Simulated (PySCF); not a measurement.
Peak assignment

Mapped SMILES: `[CH3:1][CH2:2]/[CH:3]=[CH:4]/[CH2:5][CH3:6]`. Hydrogens are named by the atom that carries them.

- PBE0/pcSseg-1 with gauge-including orbitals
- couplings computed with B3LYP/pcJ-1 (without the spin–dipole term)
- PBE0-D3(BJ)/def2-SVP geometry
- code: PySCF 2.14.0 with density-fitted response routines
- no solvent, fast rotation and ring inversion assumed for equivalent nuclei, a single conformation, no relativistic terms

Scale: 13C, 1H vs TMS (reference shieldings calculated alike).

Task: Assign these signals to the numbered atoms. 13C{1H} NMR (computed): δ 140.5 (CH), 30.8 (CH2), 17.0 (CH3).

Result: 
| δ (ppm) | atoms | environment | reason |
| --- | --- | --- | --- |
| 140.5 | C3/C4 | alkene CH | an sp2 carbon of a C=C bond |
| 30.8 | C2/C5 | allylic sp3 CH2 | a saturated carbon with 2 carbon neighbours and no heteroatom attached |
| 17.0 | C1/C6 | methyl carbon | aliphatic region, no heteroatom directly attached |

Task: Assign these signals to the numbered atoms. 1H NMR (300 MHz, computed): δ 5.60 (m, 2H), 1.94 (m, 4H), 0.97 (m, 6H).

Result: 
5.60 → H(C3)/H(C4), hydrogen on an alkene CH: a vinylic proton, deshielded by the sp2 carbon and the C=C anisotropy
1.94 → H(C2)/H(C5), hydrogen on an allylic sp3 CH2: allylic position
0.97 → H(C1)/H(C6), hydrogen on a methyl carbon

Multiplet labels drop couplings under 1 Hz and merge nearly equal ones. Couplings among chemically equivalent protons are left out too, so labels in AA′BB′ or AA′XX′ sets are apparent multiplicities. Unscaled 3J(H,H) at this level run about 10 % above measured values. Shifts are as computed. Against solution values, carbons near 30 ppm lie about +2 ppm off and those near 130 ppm about +5 ppm. Of 1211 compounds with measured shifts, 218 miss one by over three times the rms of a fit or turn the order of signals round; such compounds aren't used in these exercises. Couplings across =CH–CH2 type bonds come from one rotamer and its mirror image, and can be 1–2 Hz further off.
